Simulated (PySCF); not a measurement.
ethynyl: removing and adding an electron

System: ethynyl, `[C]#C` (C2H•, doublet). Atom numbers as in the mapped SMILES `[C:1]#[CH:2]`.

Energies: frozen-core MP2/aug-cc-pVTZ (PySCF, unrestricted reference for open shells) on PBE0-D3(BJ)/ma-def2-SVP structures. Zero-point and thermal terms (298.15 K, 1 bar) come from unscaled PBE0-D3(BJ)/ma-def2-SVP harmonic frequencies, with soft modes damped to free rotors in the entropy.

Frontier levels of the parent (Hartree-Fock reference): HOMO -11.90 eV, LUMO -0.74 eV.

Oxidation to the singlet cation:
* Vertical ionisation energy (electronic): 13.63 eV
* Adiabatic ionisation energy (with zero-point energy): 12.64 eV
* Adiabatic, electronic part: 12.73 eV
* Vertical gap at the product's structure: 12.43 eV
* Inner reorganisation energy (four-point): 1196 meV
* Relaxation of product / of parent: 892 / 304 meV
* Largest changes of atomic charge: C1 0.49, C2 0.39, H (on C2) 0.12
* Distances that move most (Å): C1–C2 1.213 → 1.334; C2–H 1.077 → 1.108

Oxidation to the triplet cation:
| Quantity | Value |
| --- | --- |
| Vertical ionisation energy (electronic) | 12.22 eV |
| Adiabatic ionisation energy (with zero-point energy) | 11.75 eV |
| Adiabatic, electronic part | 11.76 eV |
| Vertical gap at the product's structure | 11.94 eV |
| ⟨S²⟩ of the product | 2.014 |
| Largest spin populations | C2 1.43, C1 0.64 |
| Largest changes of atomic charge | C1 0.49, C2 0.40, H (on C2) 0.11 |
| Distances that move most (Å) | C1–C2 1.213 → 1.259; C2–H 1.077 → 1.098 |

Reduction to the singlet anion:
- Vertical electron affinity (electronic): 3.80 eV
- Adiabatic electron affinity (with zero-point energy): 3.88 eV
- Adiabatic, electronic part: 3.87 eV
- Vertical gap at the product's structure: 3.69 eV
- Largest changes of atomic charge: C1 -0.47, C2 -0.44, H (on C2) -0.09
- Distances that move most (Å): C1–C2 1.213 → 1.251

Vertical electron affinity to the triplet anion: -0.53 eV. This state was not relaxed. The value is negative, so the extra electron is not bound, and the number hangs on the basis.

Against the Active Thermochemical Tables (version 1.112): electron affinity to the singlet anion 2.97 (computed 3.88, error 0.91) eV.

Known limits: the singlet was run as a closed shell, which can place it too high against the triplet, even in the wrong order; the parent lies 0.18 eV lower at the structure of the triplet cation than at its own, so the structures fit this level poorly; the parent lies 0.18 eV lower at the structure of the singlet anion than at its own, so the structures fit this level poorly.
